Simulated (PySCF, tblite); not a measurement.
# CH₃F: deprotonation

Aim: compute the deprotonation of CH₃F (`CF`).

Programs: tblite 0.8.0 and PySCF 2.14.0, with routines of our own; each step states its level. All values are computed. Atoms count from 0.

## 1. The system as given

5 atoms, charge 0, multiplicity 1; geometry from: start built from the parent or by distance geometry.

## 2. Optimising the geometry with GFN2-xTB

Job settings and geometry (Å):

```
{"job": {"kind": "relax", "xc": "GFN2-xTB", "basis": "xTB"}, "charge": 0, "multiplicity": 1}
C     -0.044800    -0.003800    -0.024800
F      1.296700    -0.156500    -0.130200
H     -0.316000    -0.176800     1.049800
H     -0.285700     1.068400    -0.321200
H     -0.633000    -0.725600    -0.608100
```

Command:

```console
> OMP_NUM_THREADS=1 python redox_run.py task.json out
```

This one command runs all jobs of the session in turn.

The program printed:

```text
step      E/eV     max force
  0    -228.30987    1.652
  1    -228.36415    0.607
  2    -228.38106    0.375
  3    -228.38720    0.295
  4    -228.39222    0.181
  5    -228.39412    0.140
  6    -228.39483    0.048
  7    -228.39493    0.036
  8    -228.39500    0.025
  9    -228.39504    0.017
 10    -228.39505    0.007
```

Run time: 0.02 s. Hardware: 1 thread of Arm Neoverse V1, shared host.

The steps of the relaxation:

```tsv
step	energy from step 0 (eV)	largest force (eV/Å)
0	0.0000	1.6516
1	-0.0543	0.6073
2	-0.0712	0.3750
3	-0.0773	0.2953
4	-0.0824	0.1813
5	-0.0842	0.1402
6	-0.0850	0.0483
7	-0.0851	0.0356
8	-0.0851	0.0252
9	-0.0852	0.0175
10	-0.0852	0.0071
```

Distances of close pairs at the start and the end, largest changes first:

```tsv
bond	before (Å)	after (Å)	change (Å)
C0–H3	1.138	1.091	-0.048
C0–H2	1.122	1.091	-0.031
C0–F1	1.354	1.364	+0.010
C0–H4	1.099	1.091	-0.008
```

The end geometry stands in the next job.

## 3. Harmonic vibrations with GFN2-xTB

Job settings and geometry (Å):

```
{"job": {"kind": "ir", "xc": "GFN2-xTB", "basis": "xTB"}, "charge": 0, "multiplicity": 1}
C     -0.065268     0.011107     0.000930
F      1.276653    -0.182344    -0.151124
H     -0.312643    -0.145413     1.051485
H     -0.296627     1.032212    -0.304243
H     -0.584871    -0.709857    -0.631419
```

The program printed:

```text
mode    cm-1     km/mol
  1    1059.6     78.05
  2    1132.7      1.98
  3    1132.8      1.99
  4    1386.8      0.09
  5    1448.5      5.94
  6    1448.7      5.92
  7    2999.1     22.88
  8    3005.3     21.76
  9    3006.3     21.76
ZPE 99.409  H(298)-E 109.569  G(298)-E 43.192 kJ/mol  S 222.63 J/(mol K)
```

Wall time 0.07 s (1 thread of Arm Neoverse V1, shared host).

Which atoms move in the most intense modes:

```tsv
cm⁻¹	km/mol	atoms
1060	78.0	C0 50 %, F1 44 %
1133	2.0	H3 46 %, C0 18 %, H2 16 %, H4 16 %
1133	2.0	H4 36 %, H2 36 %, C0 18 %
1448	5.9	H3 46 %, H2 37 %, H4 13 %
1449	5.9	H4 51 %, H2 26 %, H3 18 %
2999	22.9	H4 43 %, H2 28 %, H3 27 %
3005	21.8	H4 50 %, H2 24 %, H3 17 %
3006	21.8	H3 49 %, H2 42 %
```

## 4. Optimising the geometry at PBE0-D3(BJ)/ma-def2-SVP

Job settings and geometry (Å):

```
{"job": {"xc": "PBE0", "basis": "ma-def2-SVP", "d3": "d3bj", "grid": 1, "kind": "geom"}, "charge": 0, "multiplicity": 1}
C     -0.065268     0.011107     0.000930
F      1.276653    -0.182344    -0.151124
H     -0.312643    -0.145413     1.051485
H     -0.296627     1.032212    -0.304243
H     -0.584871    -0.709857    -0.631419
```

The program printed:

```text
step   0  E = -139.49476599  max force = 0.011851
step   1  E = -139.49531710  max force = 0.001132
step   2  E = -139.49532159  max force = 0.000056
optimisation converged
```

Run time: 1.5 s. Hardware: 1 thread of Arm Neoverse V1, shared host.

Relaxation path:

```tsv
step	energy from step 0 (eV)	largest force component (eV/Å)
0	0.0000	0.6094
1	-0.0150	0.0582
2	-0.0151	0.0029
```

Distances of close pairs at the start and the end, largest changes first:

```tsv
bond	before (Å)	after (Å)	change (Å)
C0–H2	1.091	1.101	+0.010
C0–H3	1.091	1.101	+0.010
C0–H4	1.091	1.101	+0.010
C0–F1	1.364	1.374	+0.009
```

The final coordinates are the input of the step that follows.

```tsv
at the end point	value
point group (found at 0.08 Å tolerance)	C3v
rotational constants (GHz, main isotopes)	154.7, 25.899, 25.899
dipole moment (D)	1.99
```

## 5. Harmonic vibrations (CH₃F): PBE0-D3(BJ)/ma-def2-SVP

Job settings and geometry (Å):

```
{"job": {"xc": "PBE0", "basis": "ma-def2-SVP", "d3": "d3bj", "grid": 2, "kind": "hessian"}, "charge": 0, "multiplicity": 1}
C     -0.051560     0.009312     0.000155
F      1.299956    -0.175876    -0.162111
H     -0.315348    -0.146673     1.057688
H     -0.315978     1.034926    -0.300584
H     -0.595111    -0.713237    -0.628118
```

The program printed:

```text
coarse grid: 4032 points
cycle   1  E = -139.4552294403  dE = -1.426e-02  |g| = 3.483e-01  |ddm| = 1.861e+00
cycle   2  E = -139.4370151048  dE =  1.821e-02  |g| = 4.959e-01  |ddm| = 5.773e-01
cycle   3  E = -139.4761718645  dE = -3.916e-02  |g| = 2.842e-02  |ddm| = 3.081e-01
cycle   4  E = -139.4763007220  dE = -1.289e-04  |g| = 4.992e-03  |ddm| = 1.999e-02
cycle   5  E = -139.4763054186  dE = -4.697e-06  |g| = 2.610e-03  |ddm| = 6.434e-03
final grid: 38928 points
cycle   6  E = -139.4952816704  dE = -9.489e-06  |g| = 3.930e-03  |ddm| = 8.047e-03
cycle   7  E = -139.4952792339  dE =  2.436e-06  |g| = 5.537e-03  |ddm| = 5.293e-03
cycle   8  E = -139.4952843928  dE = -5.159e-06  |g| = 2.697e-04  |ddm| = 3.171e-03
cycle   9  E = -139.4952844058  dE = -1.295e-08  |g| = 1.015e-04  |ddm| = 3.115e-04
cycle  10  E = -139.4952844081  dE = -2.327e-09  |g| = 1.057e-05  |ddm| = 8.256e-05
cycle  11  E = -139.4952844081  dE = -2.291e-11  |g| = 8.562e-07  |ddm| = 9.600e-06
converged SCF energy = -139.4952844081

mode    cm-1
  1    1099.3
  2    1190.7
  3    1190.8
  4    1466.7
  5    1466.7
  6    1471.1
  7    3051.2
  8    3161.9
  9    3162.0
ZPE 103.241  H(298)-E 113.358  G(298)-E 46.976 kJ/mol  S 222.65 J/(mol K)
```

Run time: 7.7 s. Hardware: 1 thread of Arm Neoverse V1, shared host.

Zero-point energy 103.24 kJ/mol (xTB gave 99.41).

## 6. Single point (CH3F): wB97X-D3(BJ)/ma-def2-TZVP

Geometry: PBE0-D3(BJ)/ma-def2-SVP.

Job settings and geometry (Å):

```
{"job": {"kind": "sp", "xc": "wB97X", "basis": "ma-def2-TZVP", "d3": "d3bj", "grid": 2}, "charge": 0, "multiplicity": 1}
C     -0.051560     0.009312     0.000155
F      1.299956    -0.175876    -0.162111
H     -0.315348    -0.146673     1.057688
H     -0.315978     1.034926    -0.300584
H     -0.595111    -0.713237    -0.628118
```

The program printed:

```text
coarse grid: 4032 points
cycle   1  E = -139.7923053266  dE =  4.784e-03  |g| = 4.791e-01  |ddm| = 1.280e+00
cycle   2  E = -139.7907751134  dE =  1.530e-03  |g| = 5.453e-01  |ddm| = 4.333e-01
cycle   3  E = -139.8313783183  dE = -4.060e-02  |g| = 2.761e-02  |ddm| = 1.948e-01
cycle   4  E = -139.8314937345  dE = -1.154e-04  |g| = 8.839e-03  |ddm| = 1.712e-02
cycle   5  E = -139.8315100260  dE = -1.629e-05  |g| = 2.445e-03  |ddm| = 6.411e-03
cycle   6  E = -139.8315114050  dE = -1.379e-06  |g| = 2.817e-04  |ddm| = 1.825e-03
final grid: 38928 points
cycle   7  E = -139.8322556004  dE = -2.747e-05  |g| = 4.089e-03  |ddm| = 1.291e-02
cycle   8  E = -139.8322559607  dE = -3.603e-07  |g| = 3.765e-03  |ddm| = 3.036e-03
cycle   9  E = -139.8322577616  dE = -1.801e-06  |g| = 4.017e-04  |ddm| = 1.425e-03
cycle  10  E = -139.8322577849  dE = -2.327e-08  |g| = 1.161e-04  |ddm| = 2.300e-04
cycle  11  E = -139.8322577880  dE = -3.119e-09  |g| = 1.358e-05  |ddm| = 6.825e-05
converged SCF energy = -139.8322577880
```

Wall time 0.89 s (1 thread of Arm Neoverse V1, shared host).

## 7. Geometry optimisation with GFN2-xTB

This step treats CH₂F−, `[CH2-]F`.

Job settings and geometry (Å):

```
{"job": {"kind": "relax", "xc": "GFN2-xTB", "basis": "xTB"}, "charge": -1, "multiplicity": 1}
C     -0.035300     0.003200    -0.005100
F      1.289200    -0.167200    -0.185100
H     -0.298500     1.027300    -0.297400
H     -0.597600    -0.698600    -0.648700
```

The program printed:

```text
step      E/eV     max force
  0    -216.82810    4.842
  1    -217.18771    1.662
  2    -217.24356    0.682
  3    -217.25612    0.278
  4    -217.25915    0.220
  5    -217.26214    0.079
  6    -217.26238    0.024
  7    -217.26240    0.015
  8    -217.26240    0.010
  9    -217.26241    0.007
```

Run time: 0.02 s. Hardware: 1 thread of Arm Neoverse V1, shared host.

Along the way:

```tsv
step	energy from step 0 (eV)	largest force (eV/Å)
0	0.0000	4.8425
1	-0.3596	1.6620
2	-0.4155	0.6820
3	-0.4280	0.2779
4	-0.4310	0.2204
5	-0.4340	0.0786
6	-0.4343	0.0235
7	-0.4343	0.0148
8	-0.4343	0.0105
9	-0.4343	0.0073
```

Distances of close pairs at the start and the end, largest changes first:

```tsv
bond	before (Å)	after (Å)	change (Å)
C0–F1	1.347	1.506	+0.159
C0–H2	1.097	1.140	+0.043
C0–H3	1.106	1.140	+0.034
```

The final coordinates are the input of the step that follows.

## 8. Harmonic vibrations with GFN2-xTB

Job settings and geometry (Å):

```
{"job": {"kind": "ir", "xc": "GFN2-xTB", "basis": "xTB"}, "charge": -1, "multiplicity": 1}
C     -0.110911    -0.004073     0.100204
F      1.350416    -0.178120    -0.219615
H     -0.299805     1.032913    -0.334214
H     -0.581925    -0.686050    -0.682742
```

The program printed:

```text
mode    cm-1     km/mol
  1     737.7     89.26
  2    1179.7     14.43
  3    1206.9     25.27
  4    1510.0     54.26
  5    2413.4    863.55
  6    2484.5    270.08
ZPE 57.016  H(298)-E 67.293  G(298)-E -1.621 kJ/mol  S 231.14 J/(mol K)
```

It took 0.06 s on 1 thread of Arm Neoverse V1, shared host.

Which atoms move in the most intense modes:

```tsv
cm⁻¹	km/mol	atoms
738	89.3	C0 56 %, F1 42 %
1180	14.4	H3 46 %, H2 44 %
1207	25.3	H2 42 %, H3 40 %, C0 16 %
1510	54.3	H2 46 %, H3 46 %
2413	863.5	H3 46 %, H2 45 %
2484	270.1	H2 49 %, H3 48 %
```

## 9. Geometry optimisation at PBE0-D3(BJ)/ma-def2-SVP

This step treats CH2F−, `[CH2-]F`.

Job settings and geometry (Å):

```
{"job": {"xc": "PBE0", "basis": "ma-def2-SVP", "d3": "d3bj", "grid": 1, "kind": "geom"}, "charge": -1, "multiplicity": 1}
C     -0.110911    -0.004073     0.100204
F      1.350416    -0.178120    -0.219615
H     -0.299805     1.032913    -0.334214
H     -0.581925    -0.686050    -0.682742
```

The program printed:

```text
step   0  E = -138.82634339  max force = 0.012585
step   1  E = -138.82675661  max force = 0.003979
step   2  E = -138.82684245  max force = 0.001509
step   3  E = -138.82685053  max force = 0.000558
step   4  E = -138.82685238  max force = 0.000266
optimisation converged
```

Wall time 1.7 s (1 thread of Arm Neoverse V1, shared host).

Step by step:

```tsv
step	energy from step 0 (eV)	largest force component (eV/Å)
0	0.0000	0.6471
1	-0.0112	0.2046
2	-0.0136	0.0776
3	-0.0138	0.0287
4	-0.0139	0.0137
```

Distances of close pairs at the start and the end, largest changes first:

```tsv
bond	before (Å)	after (Å)	change (Å)
C0–F1	1.506	1.483	-0.023
C0–H3	1.140	1.123	-0.018
C0–H2	1.140	1.123	-0.017
```

The final coordinates are the input of the step that follows.

```tsv
at the end point	value
point group (found at 0.08 Å tolerance)	Cs
rotational constants (GHz, main isotopes)	223.1, 25.967, 24.845
```

## 10. Harmonic vibrations (CH₂F−, [CH2-]F, multiplicity 1): PBE0-D3(BJ)/ma-def2-SVP

Job settings and geometry (Å):

```
{"job": {"xc": "PBE0", "basis": "ma-def2-SVP", "d3": "d3bj", "grid": 2, "kind": "hessian"}, "charge": -1, "multiplicity": 1}
C     -0.084491    -0.043374     0.080397
F      0.953734     0.972821    -0.218512
H     -0.885825     0.214205    -0.662450
H      0.374434    -0.979317    -0.336320
```

The program printed:

```text
coarse grid: 3416 points
cycle   1  E = -138.7419392715  dE = -1.003e-01  |g| = 4.834e-01  |ddm| = 1.710e+00
cycle   2  E = -138.6751866566  dE =  6.675e-02  |g| = 7.872e-01  |ddm| = 1.489e+00
cycle   3  E = -138.8075500017  dE = -1.324e-01  |g| = 2.970e-02  |ddm| = 7.922e-01
cycle   4  E = -138.8076658621  dE = -1.159e-04  |g| = 2.022e-02  |ddm| = 4.255e-02
cycle   5  E = -138.8077342163  dE = -6.835e-05  |g| = 8.329e-03  |ddm| = 2.373e-02
cycle   6  E = -138.8077530771  dE = -1.886e-05  |g| = 7.327e-04  |ddm| = 8.658e-03
cycle   7  E = -138.8077532902  dE = -2.131e-07  |g| = 7.920e-05  |ddm| = 2.052e-03
final grid: 33560 points
cycle   8  E = -138.8268231226  dE = -7.486e-06  |g| = 4.947e-03  |ddm| = 9.097e-03
cycle   9  E = -138.8268140733  dE =  9.049e-06  |g| = 8.086e-03  |ddm| = 1.168e-02
cycle  10  E = -138.8268294415  dE = -1.537e-05  |g| = 3.795e-04  |ddm| = 6.621e-03
cycle  11  E = -138.8268294728  dE = -3.137e-08  |g| = 1.584e-04  |ddm| = 4.796e-04
cycle  12  E = -138.8268294776  dE = -4.742e-09  |g| = 1.795e-05  |ddm| = 1.553e-04
cycle  13  E = -138.8268294777  dE = -8.259e-11  |g| = 1.874e-06  |ddm| = 2.362e-05
converged SCF energy = -138.8268294777

mode    cm-1
  1     759.7
  2    1088.2
  3    1197.1
  4    1398.4
  5    2825.1
  6    2894.6
ZPE 60.789  H(298)-E 71.076  G(298)-E 2.265 kJ/mol  S 230.80 J/(mol K)
```

Wall time 5.1 s (1 thread of Arm Neoverse V1, shared host).

Zero-point energy 60.79 kJ/mol (xTB gave 57.02).

## 11. Single point (CH₂F−, [CH2-]F, multiplicity 1): wB97X-D3(BJ)/ma-def2-TZVP

Geometry: PBE0-D3(BJ)/ma-def2-SVP.

Job settings and geometry (Å):

```
{"job": {"kind": "sp", "xc": "wB97X", "basis": "ma-def2-TZVP", "d3": "d3bj", "grid": 2}, "charge": -1, "multiplicity": 1}
C     -0.084491    -0.043374     0.080397
F      0.953734     0.972821    -0.218512
H     -0.885825     0.214205    -0.662450
H      0.374434    -0.979317    -0.336320
```

The program printed:

```text
coarse grid: 3416 points
cycle   1  E = -139.0903292471  dE = -1.607e-01  |g| = 5.553e-01  |ddm| = 1.238e+00
cycle   2  E = -139.0948817668  dE = -4.553e-03  |g| = 6.836e-01  |ddm| = 7.856e-01
cycle   3  E = -139.1601182943  dE = -6.524e-02  |g| = 5.562e-02  |ddm| = 2.908e-01
cycle   4  E = -139.1609992159  dE = -8.809e-04  |g| = 2.711e-02  |ddm| = 6.747e-02
cycle   5  E = -139.1613112737  dE = -3.121e-04  |g| = 1.094e-02  |ddm| = 4.984e-02
cycle   6  E = -139.1614040319  dE = -9.276e-05  |g| = 2.909e-03  |ddm| = 3.691e-02
cycle   7  E = -139.1614240722  dE = -2.004e-05  |g| = 8.733e-04  |ddm| = 2.592e-02
cycle   8  E = -139.1614266643  dE = -2.592e-06  |g| = 2.960e-04  |ddm| = 1.040e-02
final grid: 33560 points
cycle   9  E = -139.1626991054  dE = -2.481e-05  |g| = 4.110e-03  |ddm| = 1.334e-02
cycle  10  E = -139.1626992853  dE = -1.800e-07  |g| = 4.177e-03  |ddm| = 3.991e-03
cycle  11  E = -139.1627016445  dE = -2.359e-06  |g| = 4.329e-04  |ddm| = 1.777e-03
cycle  12  E = -139.1627017176  dE = -7.313e-08  |g| = 1.750e-04  |ddm| = 6.918e-04
cycle  13  E = -139.1627017480  dE = -3.037e-08  |g| = 8.084e-05  |ddm| = 5.195e-04
cycle  14  E = -139.1627017625  dE = -1.456e-08  |g| = 2.771e-05  |ddm| = 5.238e-04
cycle  15  E = -139.1627017657  dE = -3.121e-09  |g| = 8.224e-06  |ddm| = 3.327e-04
converged SCF energy = -139.1627017657
```

Wall time 0.85 s (1 thread of Arm Neoverse V1, shared host).

## 12. Single point (CH2F radical): wB97X-D3(BJ)/ma-def2-TZVP

Geometry: PBE0-D3(BJ)/ma-def2-SVP, that of another charge or spin state.

Job settings and geometry (Å):

```
{"job": {"kind": "sp", "xc": "wB97X", "basis": "ma-def2-TZVP", "d3": "d3bj", "grid": 2}, "charge": 0, "multiplicity": 2}
C     -0.084491    -0.043374     0.080397
F      0.953734     0.972821    -0.218512
H     -0.885825     0.214205    -0.662450
H      0.374434    -0.979317    -0.336320
```

The program printed:

```text
final grid: 33560 points
cycle   1  E = -139.1082399692  dE = -4.322e-02  |g| = 2.013e-01  |ddm| = 3.854e-01
cycle   2  E = -139.1189845954  dE = -1.074e-02  |g| = 1.343e-01  |ddm| = 1.946e-01
cycle   3  E = -139.1265712997  dE = -7.587e-03  |g| = 3.947e-02  |ddm| = 8.019e-02
cycle   4  E = -139.1270468027  dE = -4.755e-04  |g| = 7.286e-03  |ddm| = 1.657e-02
cycle   5  E = -139.1271225749  dE = -7.577e-05  |g| = 1.745e-03  |ddm| = 1.296e-02
cycle   6  E = -139.1271300341  dE = -7.459e-06  |g| = 7.292e-04  |ddm| = 3.871e-03
cycle   7  E = -139.1271311198  dE = -1.086e-06  |g| = 2.123e-04  |ddm| = 1.558e-03
cycle   8  E = -139.1271312224  dE = -1.026e-07  |g| = 4.445e-05  |ddm| = 5.057e-04
cycle   9  E = -139.1271312268  dE = -4.382e-09  |g| = 1.188e-05  |ddm| = 1.155e-04
converged SCF energy = -139.1271312268
```

Wall time 1.4 s (1 thread of Arm Neoverse V1, shared host).

## 13. Deprotonation: wB97X-D3(BJ)/ma-def2-TZVP

This step combines the energies above: geometries from PBE0-D3(BJ)/ma-def2-SVP, zero-point and thermal terms from PBE0-D3(BJ)/ma-def2-SVP.

Job settings and geometry (Å):

```
{"job": {"kind": "ac", "geom": {"xc": "PBE0", "basis": "ma-def2-SVP", "d3": "d3bj", "grid": 1}, "hess": 1, "level": {"xc": "wB97X", "basis": "ma-def2-TZVP", "d3": "d3bj"}}, "charge": 0, "multiplicity": 1}
C     -0.051560     0.009312     0.000155
F      1.299956    -0.175876    -0.162111
H     -0.315348    -0.146673     1.057688
H     -0.315978     1.034926    -0.300584
H     -0.595111    -0.713237    -0.628118
```

Output (the driver's rows laid out field by field):

```text
deprotonation site by site, wB97X-D3(BJ)/ma-def2-TZVP // PBE0-D3(BJ)/ma-def2-SVP

row 1
  formula                 CH2F
  charge                  -1
  multiplicity            1
  smiles                  [CH2-]F
  kept                    yes
  pieces                  1
  point_group             Cs
  atom                    0
  element                 C
  electronic              1757.92
  enthalpy                1721.83
  free_energy             1686.92
  vertical_detachment_ev  0.968
  share_gas               1.0
```

It took 20 s on 1 thread of Arm Neoverse V1, shared host.

Energy needed to remove a proton (kJ/mol, gas phase, 298 K for the thermal columns):

```tsv
site	product	electronic	enthalpy	free energy
C0	[CH2-]F	1757.9	1721.8	1686.9
```

## 14. Single point (CH3F): wavefunction

Geometry: PBE0-D3(BJ)/ma-def2-SVP.

Job settings and geometry (Å):

```
{"job": {"kind": "sp", "xc": "CCSD(T)", "basis": "jun-cc-pV(T+d)Z", "grid": 2}, "charge": 0, "multiplicity": 1}
C     -0.051560     0.009312     0.000155
F      1.299956    -0.175876    -0.162111
H     -0.315348    -0.146673     1.057688
H     -0.315978     1.034926    -0.300584
H     -0.595111    -0.713237    -0.628118
```

Method: wavefunction single point, frozen core, gas phase.

The program printed:

```text
final grid: 38928 points
cycle   1  E = -139.0492155777  dE = -4.226e-03  |g| = 4.767e-01  |ddm| = 1.129e+00
cycle   2  E = -139.0839052326  dE = -3.469e-02  |g| = 2.916e-01  |ddm| = 3.051e-01
cycle   3  E = -139.0959224981  dE = -1.202e-02  |g| = 3.663e-02  |ddm| = 1.064e-01
cycle   4  E = -139.0962594504  dE = -3.370e-04  |g| = 1.053e-02  |ddm| = 2.738e-02
cycle   5  E = -139.0962913060  dE = -3.186e-05  |g| = 2.231e-03  |ddm| = 8.074e-03
cycle   6  E = -139.0962936391  dE = -2.333e-06  |g| = 6.468e-04  |ddm| = 2.202e-03
cycle   7  E = -139.0962938663  dE = -2.272e-07  |g| = 1.210e-04  |ddm| = 7.322e-04
cycle   8  E = -139.0962938751  dE = -8.796e-09  |g| = 1.564e-05  |ddm| = 1.606e-04
converged SCF energy = -139.0962938751
E(HF, exact integrals) = -139.0963226497
E(MP2) = -139.5347602895
E(CCSD) = -139.5505358587
E(CCSD(T)) = -139.5645374830
T1 diagnostic = 0.0102
```

Wall time 49 s (1 thread of Arm Neoverse V1, shared host); peak memory 1.9 GiB.

## 15. Single point (CH2F−, [CH2-]F, multiplicity 1): wavefunction

Geometry: PBE0-D3(BJ)/ma-def2-SVP.

Job settings and geometry (Å):

```
{"job": {"kind": "sp", "xc": "CCSD(T)", "basis": "jun-cc-pV(T+d)Z", "grid": 2}, "charge": -1, "multiplicity": 1}
C     -0.084491    -0.043374     0.080397
F      0.953734     0.972821    -0.218512
H     -0.885825     0.214205    -0.662450
H      0.374434    -0.979317    -0.336320
```

Method: wavefunction single point, frozen core, gas phase.

The program printed:

```text
final grid: 33560 points
cycle   1  E = -138.3680887260  dE = -2.308e-01  |g| = 4.710e-01  |ddm| = 1.223e+00
cycle   2  E = -138.3995276891  dE = -3.144e-02  |g| = 3.419e-01  |ddm| = 4.691e-01
cycle   3  E = -138.4151906012  dE = -1.566e-02  |g| = 3.629e-02  |ddm| = 1.370e-01
cycle   4  E = -138.4161254916  dE = -9.349e-04  |g| = 1.324e-02  |ddm| = 8.403e-02
cycle   5  E = -138.4163271791  dE = -2.017e-04  |g| = 6.971e-03  |ddm| = 4.933e-02
cycle   6  E = -138.4163815371  dE = -5.436e-05  |g| = 2.460e-03  |ddm| = 2.897e-02
cycle   7  E = -138.4163923597  dE = -1.082e-05  |g| = 6.398e-04  |ddm| = 1.901e-02
cycle   8  E = -138.4163930362  dE = -6.765e-07  |g| = 1.800e-04  |ddm| = 5.622e-03
cycle   9  E = -138.4163930945  dE = -5.826e-08  |g| = 5.511e-05  |ddm| = 1.734e-03
cycle  10  E = -138.4163930995  dE = -5.027e-09  |g| = 1.607e-05  |ddm| = 3.549e-04
converged SCF energy = -138.4163930995
E(HF, exact integrals) = -138.4164530384
E(MP2) = -138.8680680569
E(CCSD) = -138.8796509264
E(CCSD(T)) = -138.8967761842
T1 diagnostic = 0.0153
```

It took 29 s on 1 thread of Arm Neoverse V1, shared host; peak memory 1 GiB.

## 16. Deprotonation: CCSD(T)/jun-cc-pV(T+d)Z

This step combines the energies above: geometries from PBE0-D3(BJ)/ma-def2-SVP, zero-point and thermal terms from PBE0-D3(BJ)/ma-def2-SVP.

Job settings and geometry (Å):

```
{"job": {"kind": "ac", "geom": {"xc": "PBE0", "basis": "ma-def2-SVP", "d3": "d3bj", "grid": 1}, "hess": 1, "level": {"xc": "CCSD(T)", "basis": "jun-cc-pV(T+d)Z"}}, "charge": 0, "multiplicity": 1}
C     -0.051560     0.009312     0.000155
F      1.299956    -0.175876    -0.162111
H     -0.315348    -0.146673     1.057688
H     -0.315978     1.034926    -0.300584
H     -0.595111    -0.713237    -0.628118
```

Output (the driver's rows laid out field by field):

```text
deprotonation site by site, CCSD(T)/jun-cc-pV(T+d)Z // PBE0-D3(BJ)/ma-def2-SVP

row 1
  formula                 CH2F
  charge                  -1
  multiplicity            1
  smiles                  [CH2-]F
  kept                    yes
  pieces                  1
  point_group             Cs
  atom                    0
  element                 C
  electronic              1753.21
  enthalpy                1717.12
  free_energy             1682.21
  share_gas               1.0
```

Run time: 78 s. Hardware: 1 thread of Arm Neoverse V1, shared host; peak memory 1 GiB.

Energy needed to remove a proton (kJ/mol, gas phase, 298 K for the thermal columns):

```tsv
site	product	electronic	enthalpy	free energy
C0	[CH2-]F	1753.2	1717.1	1682.2
```

[end of part 1 of 2]
